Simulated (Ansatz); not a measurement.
Saddle point of CH$_{6}$FSi, doublet (SiH₃F ([F][SiH3]) + CH₃ → CH₃F ([CH3][F]) + SiH₃; bonds formed: F1–C3; bonds broken: F1–Si2), PBE0-D4/def2-TZVP structure:

| atom | x (Å) | y (Å) | z (Å) |
| --- | --- | --- | --- |
| F1 | -0.5068 | 0.0075 | 0.0055 |
| Si2 | 0.6896 | -0.5093 | 1.5089 |
| C3 | -0.8420 | 0.5173 | -1.5301 |
| H4 | 0.4015 | -0.9808 | 2.8980 |
| H5 | 1.4728 | 0.7488 | 1.5783 |
| H6 | 1.4598 | -1.5560 | 0.7933 |
| H7 | -0.1631 | 1.3498 | -1.6633 |
| H8 | -0.6226 | -0.3585 | -2.1267 |
| H9 | -1.8891 | 0.7813 | -1.4637 |

Energies are electronic, without zero-point energy. Barriers and step energies count from the start structure reached by relaxing down the imaginary mode; all methods use the PBE0-D4 structures, on which another method's saddle can fall below an end. Computed with Ansatz 0.2.0 (basis: def2-TZVPP, with def2-QZVPP for the basis limit); correlated methods freeze the cores; orbitals are unrestricted. B3LYP uses VWN-RPA correlation. Extrapolation: Hartree–Fock as exp(−7.88 √X), correlation as X^−2.97.

```tsv
method	barrier (kJ/mol)	step energy (kJ/mol)
SPW92	167.0	119.3
PBE-D4	192.7	132.5
BLYP-D4	201.5	146.9
r2SCAN-D4	232.5	159.2
B97M-V	231.5	157.0
PBE0-D4	234.2	143.5
B3LYP-D4	233.4	154.3
r2SCAN0-D4	259.9	163.4
BHLYP-D4	280.4	168.4
CAM-B3LYP-D4	253.5	157.4
wB97X-V	?	153.7
wB97M-V	?	158.4
B2PLYP	252.7	160.3
PBE-QIDH	270.9	156.7
RPA on PBE	250.4	147.7
HF	?	185.3
MP2	280.9	162.6
CCSD	286.5	162.3
CCSD(T)	271.4	158.4
```

(1) Fill in the withheld barriers. (Judge from chemistry; the value comes from the calculation.)

T1 diagnostic: at most 0.025. ⟨S²⟩ of the unrestricted Hartree–Fock references: 0.75 to 0.78 (a pure state has 0.75).

## Answers

(1) Computed: HF 362.2; wB97M-V 252.5; wB97X-V 260.6 kJ/mol. Each is the energy of the saddle less that of the start structure, by the same method.

For comparison, the barrier by CCSD(T) at an estimated basis limit (MP2 extrapolated from triple and quadruple zeta, plus CCSD(T) − MP2 in triple zeta) is 270.2 kJ/mol.

Radical steps of this kind take place in plasma deposition and etching.

Labels in which every atom is bracketed show which atoms are joined, not bond orders.

For scale, one of the runs: CCSD(T)/def2-TZVPP, 188 basis functions, launched by `ansatz run in.yaml --threads 4 --pin off --events-out ev --progress --plain --max-ram 9574MiB`. Time: 120 s of wall clock on 4 CPU threads of an Intel Xeon; the host was shared. Peak host memory: 5 GiB.
